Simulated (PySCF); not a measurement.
ClH, SMILES Cl. Atoms are numbered in the order given.

```xyz
2

Cl     0.0000     0.0000    -0.0711
H      0.0000     0.0000     1.2083
```

The structure is a stationary point at PBE0-D3(BJ)/def2-TZVPD.

All values below come from PBE/def2-TZVPD (PySCF).

```
Item                                                                                                           Result
---------------------------------------------------------------------------------------------  ----------------------
total energy                                                                                       -460.62833 hartree
point group                                                                                                       C∞v
highest occupied level                                                                                       -8.04 eV
lowest empty level                                                                                           -0.98 eV
orbital gap                                                                                                   7.06 eV
dipole moment                                                                                                  1.08 D
quadrupole, principal values (traceless, Buckingham form, about the centre of nuclear charge)  -1.80, -1.80, 3.61 D·Å
mean static polarisability                                                                       18.2 bohr³ (2.69 Å³)
polarisability, principal values                                                               17.8, 17.8, 19.0 bohr³
```
